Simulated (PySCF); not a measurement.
# Mayer bond orders and bond lengths

C₃F₃ (charge -1).
Numbering: `[C-:1]#[C:2][C:3]([F:4])([F:5])[F:6]`

Cartesian coordinates in Å at the PBE0-D3(BJ)/def2-SVP level; atoms count from 1:
```xyz
6
C3F3 angstrom
C      2.121    0.623   -0.539
C      0.957    0.278   -0.242
C     -0.375   -0.110    0.091
F     -1.336    0.752   -0.348
F     -0.611   -0.221    1.431
F     -0.752   -1.320   -0.415
```

Bond orders from the PBE0/pcSseg-1 density (PySCF). Isolated species at its PBE0-D3(BJ)/def2-SVP geometry, gas phase. The pcSseg-1 basis has no diffuse functions, a weakness for an anion.

(1) Where do the orders between heavy atoms depart from those drawn in the SMILES?

(2) Set the Mayer orders of the bonds beside their lengths.

Results:

(1) The largest departure is 0.152, at C1–C2 (drawn triple, 3.152).

(2) 
| bond | drawn as | length (Å) | Mayer order |
| --- | --- | --- | --- |
| C1–C2 | triple | 1.250 | 3.152 |
| C2–C3 | single | 1.427 | 1.038 |
| C3–F4 | single | 1.364 | 0.942 |
| C3–F5 | single | 1.365 | 0.940 |
| C3–F6 | single | 1.365 | 0.940 |

Bonds between the same two heavy elements. C–C: lowest C2–C3 (1.038, 1.427 Å), highest C1–C2 (3.152, 1.250 Å). C–F: all 3 within 0.02 of one another (0.940 to 0.942).

**Question.** Sum the orders of all bonds at each heavy atom with more than one neighbour and set the sums beside the valence in the SMILES.

**Answer.** C2 4.190 (drawn 4), C3 3.860 (drawn 4). Orders between atoms that aren't bonded are not in these sums.

The Mayer order sums products of elements of PS (density times overlap matrix) between the two atoms' basis functions, so it depends on the basis set.

The run behind these numbers computed NMR shieldings as well. Time: 4.7 s. Hardware: an Arm Neoverse V1 with one thread, no GPU (shared host).
